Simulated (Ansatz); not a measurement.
Process, species as SMILES: C#C (C2H2) + 3 [H][H] (H2) → 2 C (CH4)
B3LYP-D3(BJ)/def2-TZVP geometries, fixed; electronic energies without zero-point terms.
Largest species:
```
C
H 1 1.0892
H 1 1.0892 2 109.47
H 1 1.0892 2 109.47 3 120.00
H 1 1.0892 2 109.47 3 -120.00
```

Effect of a fitting basis named in the input at PBE0/cc-pVTZ with Ansatz (a first-principles code), against the last row, where the energy of full hydrogenation is -118.33 kcal/mol. The default fits or decomposes integrals by the program's own choice; accuracy: high also tightens integrals, grids and stops.

| setting | largest shift of a total energy (mEh) | shift of the energy of full hydrogenation (kcal/mol) |
|---|---|---|
| fitting: def2-SV(P)-JKFIT | -0.044 | -0.009 |
| fitting: def2-universal-JKFIT | -0.044 | -0.009 |
| fitting: cc-pVTZ-JKFIT | -0.013 | -0.021 |
| fitting: cc-pVQZ-JKFIT | -0.003 | 0.000 |
| fitting: cc-pV5Z-JKFIT | -0.003 | 0.000 |
| accuracy: high | -0.002 | 0.000 |
| accuracy: medium (default) | 0.000 | 0.000 |

Within 0.02 kcal/mol in the energy of full hydrogenation: fitting: def2-SV(P)-JKFIT; fitting: def2-universal-JKFIT; fitting: cc-pVQZ-JKFIT; fitting: cc-pV5Z-JKFIT; accuracy: high. The largest shift is 0.044 mEh in a total energy and 0.021 kcal/mol in the difference.
